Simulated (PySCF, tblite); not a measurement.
Compound: C5H10O.
SMILES with atom numbers: `[CH3:1][CH2:2][O:3][CH:4]1[CH2:5][CH2:6]1` (hydrogens: H7, H8, H9 on C1; H10, H11 on C2; H12 on C4; H13, H14 on C5; H15, H16 on C6)

Computed with GFN2-xTB (tblite), gas phase: nudged elastic band of 9 images (0 to 8), spring 0.2 eV/Å², climbing image at the end, force threshold 0.05 eV/Å. No saddle search or frequency run followed, so the top image need not be a first-order saddle, and its height can exceed the method's true barrier by a kcal/mol or more.

Path: rotation about C4–O3 (sp3 carbon bound to oxygen, ether oxygen), followed by the dihedral C5–C4–O3–C2.

Image 0 (start, dihedral 166°):
```
atom  x, y, z in Å
C1      1.990    0.362    0.298
C2      1.386   -0.487   -0.816
O3      0.048   -0.157   -1.126
C4     -0.878   -0.506   -0.145
C5     -2.245    0.084   -0.259
C6     -1.342    0.509    0.864
H7      1.908    1.416    0.046
H8      3.040    0.109    0.423
H9      1.473    0.184    1.238
H10     1.933   -0.328   -1.749
H11     1.453   -1.553   -0.547
H12    -0.787   -1.541    0.185
H13    -3.095   -0.542   -0.038
H14    -2.406    0.785   -1.062
H15    -0.917    1.499    0.810
H16    -1.567    0.175    1.865
```

Image 8 (end, +0.016 eV, dihedral -75°):
```
atom  x, y, z in Å
C1      2.245   -0.455    0.131
C2      1.218    0.070   -0.869
O3      0.258    0.940   -0.299
C4     -0.681    0.321    0.521
C5     -1.787   -0.495   -0.090
C6     -2.077    0.859    0.491
H7      2.702    0.376    0.664
H8      3.020   -1.004   -0.399
H9      1.782   -1.122    0.854
H10     1.718    0.673   -1.631
H11     0.714   -0.774   -1.361
H12    -0.289   -0.010    1.481
H13    -2.129   -1.373    0.436
H14    -1.808   -0.587   -1.165
H15    -2.272    1.664   -0.198
H16    -2.621    0.926    1.420
```

**Question.** What do the inner images look like?

**Answer.** 
Image 1: +0.018 eV, dihedral -179°
```
atom  x, y, z in Å
C1      2.091    0.260    0.312
C2      1.385   -0.441   -0.846
O3      0.057   -0.019   -1.053
C4     -0.852   -0.412   -0.068
C5     -2.273    0.001   -0.272
C6     -1.470    0.607    0.846
H7      2.059    1.337    0.172
H8      3.129   -0.060    0.352
H9      1.613    0.018    1.258
H10     1.892   -0.217   -1.787
H11     1.407   -1.531   -0.688
H12    -0.651   -1.404    0.335
H13    -3.057   -0.702   -0.037
H14    -2.472    0.620   -1.133
H15    -1.164    1.635    0.737
H16    -1.702    0.319    1.861
```

Image 2: +0.050 eV, dihedral -164°
```
atom  x, y, z in Å
C1      2.175    0.154    0.317
C2      1.379   -0.388   -0.868
O3      0.077    0.136   -0.970
C4     -0.826   -0.308    0.004
C5     -2.277   -0.083   -0.276
C6     -1.594    0.690    0.819
H7      2.207    1.239    0.279
H8      3.191   -0.231    0.282
H9      1.719   -0.146    1.257
H10     1.863   -0.104   -1.806
H11     1.337   -1.487   -0.818
H12    -0.530   -1.240    0.480
H13    -2.983   -0.856   -0.014
H14    -2.513    0.448   -1.185
H15    -1.403    1.736    0.642
H16    -1.830    0.449    1.845
```

Image 3: +0.077 eV, dihedral -148°
```
atom  x, y, z in Å
C1      2.244    0.049    0.309
C2      1.365   -0.329   -0.882
O3      0.106    0.299   -0.866
C4     -0.801   -0.201    0.081
C5     -2.254   -0.164   -0.277
C6     -1.713    0.754    0.785
H7      2.345    1.129    0.365
H8      3.230   -0.395    0.198
H9      1.806   -0.304    1.240
H10     1.830    0.007   -1.812
H11     1.244   -1.421   -0.930
H12    -0.430   -1.058    0.635
H13    -2.883   -0.992    0.014
H14    -2.504    0.275   -1.229
H15    -1.626    1.800    0.540
H16    -1.966    0.560    1.816
```

Image 4 (top): +0.086 eV, dihedral -132°
```
atom  x, y, z in Å
C1      2.292   -0.056    0.291
C2      1.342   -0.264   -0.887
O3      0.141    0.459   -0.746
C4     -0.774   -0.092    0.162
C5     -2.202   -0.241   -0.272
C6     -1.821    0.802    0.744
H7      2.466    1.007    0.434
H8      3.241   -0.549    0.100
H9      1.869   -0.459    1.207
H10     1.795    0.119   -1.805
H11     1.132   -1.334   -1.026
H12    -0.355   -0.863    0.800
H13    -2.757   -1.109    0.050
H14    -2.446    0.104   -1.264
H15    -1.826    1.832    0.427
H16    -2.105    0.652    1.774
```

Image 5: +0.074 eV, dihedral -116°
```
atom  x, y, z in Å
C1      2.316   -0.159    0.263
C2      1.311   -0.192   -0.887
O3      0.176    0.606   -0.625
C4     -0.747    0.019    0.248
C5     -2.122   -0.311   -0.257
C6     -1.913    0.836    0.694
H7      2.568    0.873    0.493
H8      3.220   -0.695   -0.010
H9      1.900   -0.615    1.158
H10     1.760    0.237   -1.787
H11     1.011   -1.226   -1.108
H12    -0.301   -0.655    0.974
H13    -2.607   -1.208    0.099
H14    -2.337   -0.064   -1.285
H15    -2.002    1.835    0.302
H16    -2.241    0.728    1.717
```

Image 6: +0.054 eV, dihedral -101°
```
atom  x, y, z in Å
C1      2.312   -0.258    0.229
C2      1.275   -0.115   -0.884
O3      0.207    0.736   -0.515
C4     -0.719    0.131    0.337
C5     -2.017   -0.374   -0.228
C6     -1.988    0.855    0.638
H7      2.645    0.727    0.544
H8      3.166   -0.828   -0.124
H9      1.891   -0.768    1.092
H10     1.731    0.358   -1.758
H11     0.891   -1.101   -1.181
H12    -0.268   -0.438    1.146
H13    -2.438   -1.287    0.166
H14    -2.182   -0.225   -1.284
H15    -2.147    1.809    0.165
H16    -2.369    0.788    1.646
```

Image 7: +0.034 eV, dihedral -87°
```
atom  x, y, z in Å
C1      2.281   -0.357    0.189
C2      1.238   -0.030   -0.879
O3      0.237    0.857   -0.413
C4     -0.691    0.244    0.427
C5     -1.890   -0.431   -0.180
C6     -2.043    0.858    0.576
H7      2.699    0.565    0.586
H8      3.079   -0.954   -0.243
H9      1.837   -0.915    1.009
H10     1.712    0.485   -1.718
H11     0.774   -0.956   -1.252
H12    -0.253   -0.210    1.313
H13    -2.253   -1.349    0.256
H14    -1.984   -0.380   -1.255
H15    -2.259    1.752    0.015
H16    -2.491    0.830    1.558
```

The largest changes of bonds and angles from start to top: C4–C6 1.504 → 1.494 Å, O3–C4 1.394 → 1.402 Å, C4–C5 1.493 → 1.500 Å, C4–H12 1.090 → 1.085 Å, O3–C4–C6 120.5 → 118.3°, C1–C2–O3 113.9 → 112.5°, O3–C4–C5 117.1 → 118.2°. GFN2-xTB torsional profiles can miss by a kcal/mol or more and can put conformers in the wrong order.

**Question.** What do single points at PBE0/pcSseg-1 (PySCF, no dispersion term) give on some images?

**Answer.** 
```csv
image,GFN2-xTB E (eV),DFT E (eV),HOMO (eV),LUMO (eV),dipole (D)
0,0.000,0.000,-6.95,1.62,1.31
2,0.050,0.062,-6.70,1.54,1.32
4,0.086,0.088,-6.66,1.50,1.34
6,0.054,0.021,-6.91,1.51,1.32
8,0.016,-0.019,-7.23,1.54,1.32
```

Energies count from image 0 at each level. At the GFN2-xTB top the DFT energy is 2.0 kcal/mol against 2.0; the geometries weren't optimised at the DFT level.

The cost below is that of the whole band run. Cost: about 6 s of CPU time on one thread; the machine was shared, so the figure is rough.
